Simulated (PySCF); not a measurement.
**One shape, several levels: C6H10 (SMILES C#CC(C)(C)C)**

We compute a comparison of 6 runs (B3LYP/6-31G*, CAM-B3LYP/6-31G*, M06-2X/6-31G*, TPSS/6-31G*, r2SCAN/6-31G*, SCS-MP2/6-31G*) of C6H10. The job is set up through a Python script.

The calculation is run with PySCF 2.14.0.

4 further runs of the same task are left out: 4 set aside as unsound or not needed.

**1. The system as given**

The species is C6H10 (16 atoms), meant as a singlet with charge 0. SMILES: `C#CC(C)(C)C`. The C2–C3 distance was set to 2.623 Å, away from the relaxed value. At this shape a bond of the SMILES string is far longer than usual.

Bond lengths: C1–C2 1.196 Å, C3–C4 1.533 Å, C3–C5 1.533 Å, C3–C6 1.533 Å, C1–H7 1.049 Å, C4–H8 1.088 Å, C4–H9 1.088 Å, C4–H10 1.088 Å, C5–H11 1.088 Å, C5–H12 1.088 Å, C5–H13 1.088 Å, C6–H14 1.088 Å, C6–H15 1.088 Å, C6–H16 1.088 Å. Some angles: C4–C3–C5 110.1°, C4–C3–C6 110.1°, C5–C3–C6 110.0°, C2–C1–H7 179.8°, C3–C4–H8 110.1°, C3–C4–H9 110.5°, C3–C4–H10 110.5°, C3–C5–H11 110.5°, C3–C5–H12 110.1°, C3–C5–H13 110.5°. A long bond or contact: C2–C3 2.623 Å.

**2. The energy at B3LYP/6-31G(d) (spherical functions) (run 1)**

calc.py

```python
from pyscf import gto, dft

system = gto.M(
    atom='''
C    0.572980   2.310846  -2.925920
C    0.386330   1.571236  -2.004190
C   -0.008570  -0.030830   0.034950
C    0.667260   0.571270   1.272520
C    0.601070  -1.401340  -0.283220
C   -1.516530  -0.169590   0.273710
H    0.734450   2.957116  -3.736090
H    0.518110  -0.077390   2.133470
H    0.248140   1.550010   1.496540
H    1.735950   0.686800   1.104000
H    0.135320  -1.829430  -1.168570
H    0.449520  -2.080790   0.553130
H    1.669220  -1.309400  -0.468410
H   -2.005130  -0.582740  -0.606350
H   -1.702220  -0.830850   1.117890
H   -1.959360   0.801150   0.487690
''',
    verbose=3,
    basis='6-31g*',
    max_memory=1860,
)

calc0 = dft.RKS(system, xc='b3lyp')
calc0.conv_tol = 1e-10
calc0.grids.level = 5
calc0.kernel()
if not calc0.converged:
    calc0 = calc0.newton().run(calc0.mo_coeff, calc0.mo_occ)

energy = calc0.e_tot
print('Final energy', energy)
```

Run with:

```sh
OMP_NUM_THREADS=1 python calc.py
```

Standard output:

```text
converged SCF energy = -234.438485496329
Final energy -234.43848549632912
```

Wall time 40 s (1 thread of Intel Xeon at 2.70GHz, shared host); peak memory 0.55 GiB.

**3. The energy at CAM-B3LYP/6-31G(d) (spherical functions) (run 2)**

run.py

```python
from pyscf import gto, dft

molecule = gto.Mole()
molecule.atom = '''
C        0.572980       2.310846      -2.925920
C        0.386330       1.571236      -2.004190
C       -0.008570      -0.030830       0.034950
C        0.667260       0.571270       1.272520
C        0.601070      -1.401340      -0.283220
C       -1.516530      -0.169590       0.273710
H        0.734450       2.957116      -3.736090
H        0.518110      -0.077390       2.133470
H        0.248140       1.550010       1.496540
H        1.735950       0.686800       1.104000
H        0.135320      -1.829430      -1.168570
H        0.449520      -2.080790       0.553130
H        1.669220      -1.309400      -0.468410
H       -2.005130      -0.582740      -0.606350
H       -1.702220      -0.830850       1.117890
H       -1.959360       0.801150       0.487690
'''
molecule.verbose = 4
molecule.basis = '6-31g*'
molecule.spin = 0
molecule.max_memory = 1860
molecule.charge = 0
molecule.build()

mf = dft.RKS(molecule)
mf.xc = 'cam-b3lyp'
mf.conv_tol = 1e-10
mf.grids.level = 5
mf.kernel()
if not mf.converged:
    mf = mf.newton().run(mf.mo_coeff, mf.mo_occ)

energy = mf.e_tot
print(f'total energy: {energy:.8f} hartree')
```

Run with:

```sh
OMP_NUM_THREADS=1 python run.py
```

Standard output:

```text
PySCF version 2.14.0

[... 86 lines left out ...]
converged SCF energy = -234.275581329625
total energy: -234.27558133 hartree
```

Run time: 78 s. Hardware: 1 thread of Intel Xeon at 2.70GHz, shared host; peak memory 0.56 GiB.

Runs 3 to 5 aren't shown in full; the table further down has their settings and results.

**4. The energy at SCS-MP2/6-31G(d) (spherical functions) (run 6)**

geometry.xyz

```xyz
16

C      0.572980     2.310846    -2.925920
C      0.386330     1.571236    -2.004190
C     -0.008570    -0.030830     0.034950
C      0.667260     0.571270     1.272520
C      0.601070    -1.401340    -0.283220
C     -1.516530    -0.169590     0.273710
H      0.734450     2.957116    -3.736090
H      0.518110    -0.077390     2.133470
H      0.248140     1.550010     1.496540
H      1.735950     0.686800     1.104000
H      0.135320    -1.829430    -1.168570
H      0.449520    -2.080790     0.553130
H      1.669220    -1.309400    -0.468410
H     -2.005130    -0.582740    -0.606350
H     -1.702220    -0.830850     1.117890
H     -1.959360     0.801150     0.487690
```

calc.py

```python
from pyscf import gto, mp

mol = gto.Mole()
mol.atom = 'geometry.xyz'
mol.charge = 0
mol.basis = '6-31g*'
mol.verbose = 3
mol.spin = 0
mol.max_memory = 1860
mol.build()

myscf = mol.RHF()
myscf.conv_tol = 1e-10
myscf.kernel()
if not myscf.converged:
    myscf = myscf.newton().run(myscf.mo_coeff, myscf.mo_occ)

pt = mp.MP2(myscf, frozen=6).run()
energy = myscf.e_tot + 1.2 * pt.e_corr_os + pt.e_corr_ss / 3
print('E = %.10f Eh' % energy)
```

Run with:

```sh
OMP_NUM_THREADS=1 python calc.py
```

Standard output:

```text
converged SCF energy = -232.794308494203
E(RMP2) = -233.564533551552  E_corr = -0.770225057349078
E(SCS-RMP2) = -233.560850268093  E_corr = -0.76654177389062
E = -233.5608502681 Eh
```

Wall time 4.2 s (1 thread of Intel Xeon at 2.70GHz, shared host); peak memory 0.3 GiB.

**5. Overview of the runs**

| run | level | integration grid | frozen core orbitals | energy (Eh) | dipole moment (D) of the reference | HOMO energy (eV) | LUMO energy (eV) | wall time |
| --- | --- | --- | --- | --- | --- | --- | --- | --- |
| 1 | B3LYP/6-31G* (spherical functions) | 5 | – | -234.438485 | 4.43 | -6.25 | -2.84 | 40 s |
| 2 | CAM-B3LYP/6-31G* (spherical functions) | 5 | – | -234.275581 | 4.63 | -7.86 | -1.49 | 78 s |
| 3 | M06-2X/6-31G* (spherical functions) | 5 | – | -234.304098 | 4.48 | -7.89 | -1.82 | 85 s |
| 4 | TPSS/6-31G* (spherical functions) | 5 | – | -234.483635 | 4.24 | -5.37 | -3.45 | 77 s |
| 5 | r2SCAN/6-31G* (spherical functions) | 5 | – | -234.274812 | 4.38 | -5.60 | -3.47 | 72 s |
| 6 | SCS-MP2/6-31G* (spherical functions) | – | 6 | -233.560850 | 6.11 | -8.87 | 1.23 | 4.2 s |

**6. What came out**

| quantity | value |
| --- | --- |
| run 6: total energy | -233.56085 Eh |
| run 6: dipole moment (Hartree–Fock density) | 6.11 D |
| run 6: HOMO energy (Hartree–Fock orbitals) | -8.87 eV |
| run 6: LUMO energy (Hartree–Fock orbitals) | 1.23 eV |
| run 6: HOMO–LUMO gap (Hartree–Fock orbitals) | 10.10 eV |
| run 6: correlation energy (6 core orbitals frozen) | -766.5 mEh |

What this shows: Over runs 1, 2, 3, 4, 5 the dipole moment (its size) runs from 4.24 D (TPSS/6-31G*) to 4.63 D (CAM-B3LYP/6-31G*). Over runs 1, 2, 3, 4, 5 the HOMO–LUMO gap runs from 1.92 eV (TPSS/6-31G*) to 6.37 eV (CAM-B3LYP/6-31G*). Totals of different functionals can't be ranked against each other. In runs 1, 2, 3, 4, 5, 6 a closed-shell determinant meets a far-stretched bond, which it describes badly. All runs together took 5.9 min, the longest 85 s.
